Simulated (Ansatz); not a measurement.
S4, 4 atoms. Hardware: 4 threads of Arm Neoverse V1 on a shared host.

Correlated methods freeze 20 core orbitals.

**Question.** How many basis functions does each of these Ansatz runs have, and roughly what does it cost? CCSD(T)/def2-TZVPP, charge 0 quintet, energy, from earlier orbitals; LC-ωPBE/def2-TZVP, charge 0 triplet, energy, from earlier orbitals; B3LYP-D4/6-31G, charge 0 singlet, energy; LC-ωPBE/def2-TZVP, charge 0 quintet, energy, from earlier orbitals; BLYP-D4/def2-TZVP, charge 0 quintet, energy, from earlier orbitals; PBE0-D4/def2-TZVP, charge 0 singlet, relaxation, 5 steps; HF/STO-3G, charge 0 singlet, energy; PBE0-D4/def2-TZVPD, charge 0 singlet, energy, from earlier orbitals; HSE06-D4/def2-TZVP, charge 0 triplet, energy, from earlier orbitals; PBE-D4/def2-TZVP, charge 0 singlet, energy, from earlier orbitals; PBE0-D4/def2-SVP, charge 0 singlet, energy, from earlier orbitals; r2SCAN-D4/def2-TZVP, charge 0 unrestricted singlet, energy, from earlier orbitals.

**Answer.** Other jobs shared the machine, so times can vary by a factor of up to 3. A dash marks memory too small to be measured apart from the calling script's.

```tsv
run	functions	fitting or Cholesky vectors	wall time	peak host memory (GiB)
HF/STO-3G, charge 0 singlet, energy	36	387	0.1 s	–
B3LYP-D4/6-31G, charge 0 singlet, energy	52	574	0.5 s	–
PBE0-D4/def2-SVP, charge 0 singlet, energy, from earlier orbitals	72	646	0.6 s	–
PBE-D4/def2-TZVP, charge 0 singlet, energy, from earlier orbitals	148	1044	1 s	–
BLYP-D4/def2-TZVP, charge 0 quintet, energy, from earlier orbitals	148	1044	1.9 s	–
LC-ωPBE/def2-TZVP, charge 0 quintet, energy, from earlier orbitals	148	1044	2.4 s	–
PBE0-D4/def2-TZVPD, charge 0 singlet, energy, from earlier orbitals	184	1260	2.6 s	–
HSE06-D4/def2-TZVP, charge 0 triplet, energy, from earlier orbitals	148	1084	2.9 s	–
LC-ωPBE/def2-TZVP, charge 0 triplet, energy, from earlier orbitals	148	1044	3.8 s	–
PBE0-D4/def2-TZVP, charge 0 singlet, relaxation, 5 steps	148	1084	7 s	–
r2SCAN-D4/def2-TZVP, charge 0 unrestricted singlet, energy, from earlier orbitals	148	1044	14 s	–
CCSD(T)/def2-TZVPP, charge 0 quintet, energy, from earlier orbitals	168	969	67 s	2.8
```
